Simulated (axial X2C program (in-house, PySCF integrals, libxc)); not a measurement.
# A two-component session on AlC⁻: properties at the nuclei

Wanted for AlC⁻: properties at the nuclei, at the two-component level.

The runs use an in-house X2C program for linear molecules on PySCF integrals; two-component X2C with atomic mean-field terms, Al dyall-av3z, C dyall-av3z.

All values are calculated.

## Step 1: The job

Contents of task.json:

```json
{"zs": [13, 6], "q": -1, "bas": ["dyall-av3z", "dyall-av3z"], "r0": 1.8, "levels": ["PBE0", "HF", "B3LYP", "BHandHLYP", "PBE50"], "nst": 3}
```

Keys: zs atomic numbers; q charge; bas basis sets; r0 starting distance in Å; levels methods (HF also brings MP2); nst determinants followed.

Run with:

```sh
$ python soeom.py task.json out
```

Further steps of the session: Expectation values, lowest determinant; Expectation values, a higher determinant; Expectation values, a higher determinant.

**Question.** What will these runs give? Wanted: lowest determinant; Eeff magnitude; Ws magnitude Al; A∥/gI Al; qzz Al; higher determinant (for each run or level that gives them).

**Answer**, as computed:

```
                                        quantity                                            value
                              lowest determinant   Ω = 2 (excess of +ω over −ω: ω = 1/2, ω = 3/2)
                    Eeff magnitude (GV/cm), PBE0                                           0.0066
                     Ws magnitude Al (kHz), PBE0                                         9.56e-05
                            A∥/gI Al (MHz), PBE0                                             11.8
                             qzz Al (a.u.), PBE0                                            -0.61
                              higher determinant  Ω = 1 (excess of +ω over −ω: ω = -1/2, ω = 3/2)
Eeff magnitude (GV/cm), PBE0, higher determinant                                          0.00456
 Ws magnitude Al (kHz), PBE0, higher determinant                                          0.00171
        A∥/gI Al (MHz), PBE0, higher determinant                                            -26.9
         qzz Al (a.u.), PBE0, higher determinant                                            -1.42
                              higher determinant        Ω = 1 (excess of +ω over −ω: 2 × ω = 1/2)
Eeff magnitude (GV/cm), PBE0, higher determinant                                          0.00104
 Ws magnitude Al (kHz), PBE0, higher determinant                                          0.00279
        A∥/gI Al (MHz), PBE0, higher determinant                                             12.2
         qzz Al (a.u.), PBE0, higher determinant                                            -0.55
```

In the first state, the effective field runs from 0.00308 to 0.0121 GV/cm over the mean-field levels, so the levels don't agree on it. The expectation values come from single determinants, which for open shells can mix terms of unlike spin or miss the lowest Ω, so a determinant need not be a state. Eeff is the effective electric field on the electron dipole moment in this Ω state and Ws the scalar–pseudoscalar constant (defined with the proton number Z and per Ω); A∥ is the parallel hyperfine constant, which follows by multiplying with the nuclear g factor gI = μI/(I μN); qzz is the electric field gradient, eQq0 = 234.96 MHz × Q/barn × qzz. The operators were transformed with the bare-nucleus X2C matrices. A second determinant lies within 0.1 eV of the first.
